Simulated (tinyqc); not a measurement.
Worked calculation: extended Hueckel theory, for LiH+. The parameters take no account of the charge, which enters only through the electron count. Computed by tinyqc, a small Python program that keeps every step (integrals from PySCF). Settings: charge = 1, K = 1.75, multiplicity = 2. Command: `OMP_NUM_THREADS=1 python tinyqc.py 24233 24234 out.jsonl` (the two numbers bound the seeds that draw the settings). One thread of a shared host (Intel(R) Xeon(R) Processor @ 2.60GHz), about 0.01 s of CPU time with the checks.

## Overlaps

Geometry (angstrom):
```
atom,x,y,z
Li,0.0000,0.0000,0.0000
H,0.0000,0.0000,1.4810
```

Parameters chosen for this run:
```
element,shell,Slater exponent,H_ii (eV)
H,1s,1.3000,-13.6000
Li,2s,0.6500,-5.4000
Li,2p,0.6500,-3.5000
```

Slater orbitals, each expanded in six Gaussians scaled to its exponent.

overlap S, lower triangle:
```
,1Li 2s,1Li 2px,1Li 2py,1Li 2pz,2H 1s
1Li 2s,1.0000
1Li 2px,0.0000,1.0000
1Li 2py,0.0000,0.0000,1.0000
1Li 2pz,0.0000,0.0000,0.0000,1.0000
2H 1s,0.3791,0.0000,0.0000,0.4908,1.0000
```

## Wolfsberg-Helmholz matrix

diagonal H_ii (eV): 1Li 2s -5.4000, 1Li 2px -3.5000, 1Li 2py -3.5000, 1Li 2pz -3.5000, 2H 1s -13.6000

K = 1.7500

H_ij = K' S_ij (H_ii + H_jj)/2 for i != j (the diagonal keeps H_ii), with K' = 1.75.

H (eV), lower triangle:
```
,1Li 2s,1Li 2px,1Li 2py,1Li 2pz,2H 1s
1Li 2s,-5.4000
1Li 2px,0.0000,-3.5000
1Li 2py,0.0000,0.0000,-3.5000
1Li 2pz,0.0000,0.0000,0.0000,-3.5000
2H 1s,-6.3032,0.0000,0.0000,-7.3437,-13.6000
```

## Orbitals

valence electrons = 1

Solve H C = S C e through S^(-1/2); fill by pairs from the bottom, a degenerate level sharing its electrons equally; each orbital has its largest coefficient positive (the first on a tie).

orbital energies (eV): -13.7728  -4.7140  -3.5000  -3.5000  4.3363

occupations: 1.0000  0.0000  0.0000  0.0000  0.0000

coefficients:
```
,MO1,MO2,MO3,MO4,MO5
1Li 2s,0.1192,0.8458,0.0000,0.0000,0.7100
1Li 2px,0.0000,0.0000,0.7655,-0.6435,0.0000
1Li 2py,0.0000,0.0000,0.6435,0.7655,0.0000
1Li 2pz,0.0525,-0.5324,0.0000,0.0000,1.0513
2H 1s,0.9231,-0.1285,0.0000,0.0000,-0.8698
```

sum of one-electron energies = -13.7728 eV

Within a degenerate level the vectors are fixed only up to a rotation; this is one choice.

## Mulliken analysis

P = C n C^T; charge = valence electrons (H 1, Li 1) minus the sum of (P S)_ii on the atom; overlap population = 2 sum P_ij S_ij between two atoms.

charges: 1Li 0.9175, 2H 0.0825

Overlap populations:
```
pair,value
2-1,0.130984
```
